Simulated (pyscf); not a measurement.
**Concerted two-bond exchange: H₂N–NH–SiH₃ (SMILES NN[SiH3]) → H₄N₂Si (SMILES N1N[SiH2]1) + H₂ (SMILES [H][H])**

Gas phase, singlet surface, charge 0. Bonds broken: N1–H4, Si3–H7. Bonds formed: N1–Si3, H4–H7. Single points on ωB97X-D3(BJ)/def2-SVP structures (PySCF, gas phase).

Transition state (Å):

```xyz
9

N     -0.0412     0.0223    -0.6788
N      0.9448     0.2040     0.4110
Si    -0.5858     0.7051     0.9827
H     -1.1268    -0.7983    -0.1098
H      0.2613     0.5284    -1.5158
H      1.4659    -0.6362     0.6511
H     -1.6587    -0.8596     0.6450
H     -0.9393     0.4196     2.4088
H     -1.0386     2.0960     0.7173
```

One imaginary mode, 1193i cm⁻¹; descent along it reached the two sides named.

```
bond    change  reactant side (Å)  saddle  product side
------  ------  -----------------  ------  ------------
N1–H4   breaks              1.021   1.475         2.434
Si3–H7  breaks              1.498   1.927           3.9
N1–Si3   forms                2.8   1.877         1.743
H4–H7    forms                3.1   0.925         0.764
```

Electronic energies relative to the reactant's lowest minimum found (eV):

```
level                   barrier  reaction energy  reverse barrier
----------------------  -------  ---------------  ---------------
ωB97X-D3(BJ)/def2-TZVP     3.19            +1.66             1.52
PBE/def2-TZVP              2.73            +1.43             1.30
r²SCAN/def2-TZVP           2.89            +1.47             1.42
B3LYP-D3(BJ)/def2-TZVP     3.11            +1.61             1.50
PBE0-D3(BJ)/def2-TZVP      3.01            +1.66             1.35
M06-2X/def2-TZVP           3.12            +1.54             1.58
ωB97M-D3(BJ)/def2-TZVP     3.11            +1.61             1.50
HF/def2-TZVP               3.99            +1.91             2.08
```

With ωB97M-D3(BJ)/def2-TZVP energies and thermal terms (ideal gas, 1 atm, RRHO with modes under 100 cm⁻¹ raised to 100, one conformer, R ln 2 for chiral ones without a mode under 150 cm⁻¹), in eV:

| T (K) | ΔH‡ | ΔG‡ | ΔH | ΔG |
|---|---|---|---|---|
| 298 | 2.90 | 2.95 | +1.37 | +1.08 |
| 600 | 2.89 | 3.00 | +1.40 | +0.77 |
| 900 | 2.89 | 3.06 | +1.40 | +0.45 |
| 1200 | 2.88 | 3.12 | +1.39 | +0.13 |

At the saddle there is also a short H–Si contact that neither side keeps. The same reactants have a lower exit, to H₂N–SiH₂–NH₂ (barrier +2.80 eV at ωB97M-D3(BJ)/def2-TZVP, against +3.11 eV here). H₂N–NH–SiH₃ lies 2.49 eV over its isomer H₂N–SiH₂–NH₂ (electronic energy, ωB97M-D3(BJ)/def2-TZVP). cyclic H₄N₂Si (SMILES N1N[SiH2]1) lies 2.73 eV over its isomer H₂N–Si:–NH₂ [singlet] (electronic energy, ωB97M-D3(BJ)/def2-TZVP). This is the saddle that the search found; another between the same sides may lie lower.
